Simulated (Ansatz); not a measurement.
# [Br···H···H], doublet: transfer scan

Starting geometry:

```xyz
3

Br    0.0000    0.0000   -1.4079
H     0.0000    0.0000    0.0127
H     0.0000    0.0000    1.3951
```

From there H2 is moved from one fragment to the other while all else, the fragments' distance too, stays fixed, so the hump isn't the reaction's barrier; atoms are numbered as listed. Energies are in kcal/mol, counted from the starting geometry at the same level.

Basis cc-pVTZ; Ansatz 0.2.0. Correlated methods freeze the noble-gas cores and the filled d shells of p-block atoms. R marks a restricted (for open shells ROHF) determinant, U an unrestricted one. Active spaces: valence = (9e, 6o) chosen from the atoms' valence shells. No spin–orbit coupling is included, and no scalar relativity.

Runs in a small pair space aren't shown, since their orbitals change along the scan.

Full CI isn't at hand for all of this; UCCSDT(Q) serves as the reference, and is uncertain by about the last step of the cluster series. The frozen core follows each run's orbitals, which can shift R against U totals by a few meV for light atoms and by up to 0.1 eV past Ca.

```tsv
distance Br1-H2 (Å)	UCCSDT(Q)	error RHF	error UMP2	error RCCSD	error BCCD(T)	error UCCSDT	error MRCISD (valence space)
1.421	0.0	0.0	0.0	0.0	0.0	0.0	0.0
1.512	0.2	2.7	1.1	0.3	0.1	0.0	0.3
1.694	1.0	11.6	4.6	0.6	0.1	0.0	0.6
1.876	-7.2	7.6	4.7	-0.3	0.1	0.0	0.5
2.058	-15.5	1.8	3.3	-0.9	0.0	-0.1	0.1
```

Errors are those of relative energies. In total energy the starting point itself misses UCCSDT(Q) by: RHF 129.9, UMP2 17.2, RCCSD 4.8, BCCD(T) 0.5, UCCSDT 0.2, MRCISD (valence space) 9.1 kcal/mol.

Spread of the error over the points with a reference, to 2.058 Å (largest less smallest): UCCSDT 0.1, BCCD(T) 0.1, MRCISD (valence space) 0.6, RCCSD 1.5, UMP2 4.7, RHF 11.6 kcal/mol.
